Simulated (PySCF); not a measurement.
C₂H₆B (charge -1).
Bonds: B1–C2, C2–C3 (double). Hydrogens: H4, H5, H6 on B1; H7 on C2; H8, H9 on C3.

The closed-shell ground state was solved at several levels (PySCF, density fitting, gas phase, non-relativistic). Isolated species at its PBE0-D3(BJ)/def2-SVP geometry, gas phase. No diffuse functions stand in pcJ-1, pcSseg-1 and pcSseg-2, which bears on an anion's orbital energies.

| level | basis functions | total energy (Eh) | HOMO (eV) | LUMO (eV) | gap (eV) |
| --- | --- | --- | --- | --- | --- |
| B3LYP/pcJ-1 | 141 | -104.6837 | -1.25 | 5.52 | 6.77 |
| CAM-B3LYP/def2-SVPD | 108 | -104.5214 | -2.86 | 5.26 | 8.12 |
| PBE0/pcSseg-2 | 192 | -104.5595 | -1.56 | 4.92 | 6.48 |

(1) Estimate the row for PBE0/pcSseg-1, a basis of 81 functions; the other rows only guide the guess.

(2) Over all these levels, which gives the widest orbital gap and which the narrowest?

## Answers

(1) Total energy -104.5067 Eh, HOMO -1.43 eV, LUMO 5.75 eV, gap 7.18 eV.

(2) CAM-B3LYP/def2-SVPD (range-separated hybrid) has the widest, 8.12 eV, and PBE0/pcSseg-2 (global hybrid, 25 % exact exchange) the narrowest, 6.48 eV. Functional and basis both differ between the two, so the spread mixes both effects.
